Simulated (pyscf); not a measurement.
Structures and frequencies: ωB97X-D3(BJ)/def2-SVP in PySCF.

**Question.** PBE/def2-TZVP puts the barrier of H₂N–SiH₃ + H• -> H₂N–SiH₂• + H₂ (hydrogen abstraction; doublet surface; H–Si broken, H–H formed) at -4.2 kJ/mol and the reaction energy at -68.2 kJ/mol, from the separated reactants. What do PBE0-D3(BJ)/def2-TZVP, M06-2X/def2-TZVP, ωB97M-D3(BJ)/def2-TZVP give on the same structures?

**Answer.** PBE0-D3(BJ): ΔE‡ = 3.9 kJ/mol, ΔE = -58.5 kJ/mol; M06-2X: ΔE‡ = 19.0 kJ/mol, ΔE = -61.8 kJ/mol; ωB97M-D3(BJ): ΔE‡ = 16.4 kJ/mol, ΔE = -52.5 kJ/mol. PBE's barrier lies under all of them, by 8.1 to 23.2 kJ/mol. Its reaction energy lies under all of them, by 6.4 to 15.7 kJ/mol. At PBE this geometry lies under the reactants; that is no barrier but a single point on another level's saddle; such a level's own saddle, if it has one, lies nearer that side and is low. One saddle was located; it need not be the lowest between these sides. The angle at the transferred H is 180°.
